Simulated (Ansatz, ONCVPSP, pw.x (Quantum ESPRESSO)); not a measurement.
# From atom to crystal: ONCV potential for platinum

ONCVPSP 4.0.1.1 (patched build) input, shortened (lines: element, Z, core and valence counts, functional; n l f; lmax; l rc ep ncon nbas qcut; lloc lpopt rc5 dvloc0; l nproj debl; icmod fcfact rcfact), PBE, scalar-relativistic:

```
  Pt 78.00   12    3        4      upf
    1    0    2.00
    2    0    2.00
    2    1    6.00
    3    0    2.00
    3    1    6.00
    3    2   10.00
    4    0    2.00
    4    1    6.00
    4    2   10.00
    4    3   14.00
    5    0    2.00
    5    1    6.00
    5    2    9.00
    6    0    0.50
    6    1    0.50
    2
    0    2.45    0.00    4    7    2.80
    1    2.60    0.00    4    9    3.80
    2    2.20    0.00    4    9    7.20
    4    5    1.02    2.00
    0    3    3.50
    1    2    0.90
    2    2    1.00
    3    4.25    1.30
```

Atomic tests: cutoffs needed: 17 Ha and 20 Ha (the cutoffs (Ha) at which the residual kinetic energy of the hardest occupied pseudo-wave falls to 1 and 0.1 mHa per electron); ghost test: ghosts flagged at negative energy: s at -88.7 eV, p at -91.1 eV, d at -16.7 eV; GHOST(+) flagged for s at 273.9 eV; a true bound ghost makes a file unfit for plane-wave use; configuration tests: 1 of 4 tests not solved or not reliable.

Crystal test: fcc Pt in pw.x 7.5, no spin, 14³ k-points, Fermi–Dirac smearing 0.01 Ry, cutoffs 50/200 Ry. The reference is all-electron LAPW (Ansatz 0.2.0) with the same functional, mesh and smearing; V0 and B0 come from Birch–Murnaghan fits to the pressures at five volumes. Errors are pseudo minus all-electron; Δ is the rms difference of the E(V) curves that follow from these fits, minima aligned, over ±6 % about the mean V0. Mesh and smearing are coarse, so the numbers serve the comparison and aren't converged zero-temperature values; the lattice is a test structure that the element need not adopt.

| V (Å³/atom) | P all-electron (GPa) | P pseudo (GPa) |
| --- | --- | --- |
| 14.858 | 15.18 | -1124.47 |
| 15.249 | 7.27 | -1105.63 |
| 15.640 | 0.53 | -1086.64 |
| 16.031 | -5.20 | -1065.27 |
| 16.422 | -10.06 | -1047.20 |

All-electron: a0 = 3.973 Å (V0 = 15.67 Å³/atom), B0 = 245.3 GPa.

Pseudopotential: converged, but broken (pressure over 100 GPa off). The pressure does not cross zero within the volumes sampled, so no fit is given. The pseudo pressure rises with volume over the whole range, a mechanical instability. Note: ghosts flagged at negative energy: s at -88.7 eV, p at -91.1 eV, d at -16.7 eV; GHOST(+) flagged for s at 273.9 eV. A true bound ghost makes a file unfit for plane-wave use. Atomic configuration tests: 1 of 4 tests not solved or not reliable. A pressure error of this size marks a broken potential; the numbers have no physical meaning.

Q: At the middle volume, how do free energy and pressure move when the wave cutoff is lowered (ecutrho kept at four times it)?

A:

```csv
cutoff (Ry),shift of F (meV/atom),shift of P (GPa)
22,+209405.3,-1265.13
30,+123977.2,-436.88
40,+53091.3,-736.19
```

The run at the middle volume (104 k-points, 12 iterations) took about 26 s on one core of a shared host (Neoverse-N1, 64 threads, 124 GiB, load 58).
